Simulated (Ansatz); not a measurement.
The same path of BFH$_{4}$O (7 atoms, charge 0, multiplicity 1) was run twice with different band settings. Lost on the way: B1–F2, O5–H7. Made: F2–H7.

These are results of RKS CAM-B3LYP-D4/6-31G* in Ansatz, not measurements.

Relaxed end points:

```xyz
7
Properties=species:S:1:pos:R:3
B -0.010 0.005 0.058
F -0.389 0.467 1.293
H 1.143 0.184 -0.236
H -0.856 0.038 -0.797
O 0.029 -1.726 0.355
H -0.869 -1.974 0.635
H 0.595 -1.847 1.137
```

```xyz
7
Properties=species:S:1:pos:R:3
B 0.037 -0.420 -0.462
F 0.055 -0.045 2.259
H 1.092 0.129 -0.503
H -0.960 0.016 -0.959
O 0.014 -1.639 0.153
H -0.865 -2.044 0.136
H 0.267 -0.851 1.821
```

Common settings: movable images 5; climbing image yes; spring 5.0 eV/Å²; optimiser quadratic models (default); force threshold 0.03 eV/Å; iteration limit 60; end points relaxed.

| run | start path |
| --- | --- |
| 1 | through a guess of the saddle point |
| 2 | straight line |

(1) What does each run give, and how far can it be trusted?

Results:

(1) Run 1: converged after 11 iterations, highest image 0.852 eV above the first end. A vibrational analysis at the climbing image gives one clearly imaginary mode, 807i cm⁻¹: a first-order saddle point.
Run 2: converged after 12 iterations, highest image 0.852 eV above the first end. Another band between the same ends (5 images) ends at a top of the same energy, where a vibrational analysis finds 1 clearly imaginary mode.
The orbitals stay closed-shell, which can raise the energy where a bond breaks towards radicals; this wasn't checked here.
